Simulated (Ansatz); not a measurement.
Multireference treatment of H₂N₂, singlet

Program: Ansatz, Gaussian basis, development build. Basis aug-cc-pVTZ, nonrelativistic, no frozen core. State-specific CASSCF; RHF is the lowest restricted (open-shell) Hartree–Fock solution met. No symmetry is imposed, so a solution can break that of the shape. No proof that the lowest CASSCF solution was found.

Geometry:

```csv
atom,x (Å),y (Å),z (Å)
N,0.0000,0.6260,0.0000
N,0.0000,-0.6260,0.0000
H,0.9836,0.9248,0.0000
H,-0.9836,-0.9248,0.0000
```

Problem. What do CASSCF and its corrections give against RHF in CAS(6,4), and what are the occupations?

Solution. CASSCF -1.212 eV, SC-NEVPT2 -11.892 eV; occupations 2.00, 2.00, 1.90, 0.11.

Problem. Roughly how much CPU time does a whole run from the default start take (median of such runs, summed over threads; nearly all runs on one pinned thread of a shared server, mostly Xeon at 2.3 to 2.6 GHz, by a development driver)?

Solution. CAS(6,4): about 3.3 s. Other jobs ran beside these, and the count of passes differs.
